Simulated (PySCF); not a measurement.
# Chlorine: a sound run and one with changed settings

Sound run: Cl [Ne] 3s2 3p5, Cl⁺ [Ne] 3s2 3p4. All numbers are calculated (PySCF 2.14, the spin-free X2C one-electron Hamiltonian (Gaussian nucleus), in cc-pVTZ-DK (5s4p2d1f, 34 functions)). In the sound run the correlated levels freeze [Ne]. The sound run starts from symmetry-adapted Hartree-Fock orbitals and uses a fine grid where one is needed.

A second run was set up differently.

```tsv
species	method	sound run (hartree)	changed run (hartree)	converged
Cl	MP2	-461.05230	-460.99148	yes
Cl	CCSD(T)	-461.08065	-461.00442	yes
Cl⁺	MP2	-460.58581	-460.51968	yes
Cl⁺	CCSD(T)	-460.61416	-460.53109	yes
```

Ionisation energy of Cl:

```csv
method,sound run (eV),changed run (eV)
UHF,11.756,11.756
MP2,12.694,12.838
SCS-MP2,12.692,12.910
CCSD,12.658,12.831
CCSD(T),12.694,12.880
```

(1) What was changed?
A. all electrons correlated in a valence basis
B. basis contracted for another Hamiltonian
C. a valence shell is frozen
D. too few SCF iterations

## Answers

(1) C. Freezing a valence shell removes pair correlation that changes on ionisation.
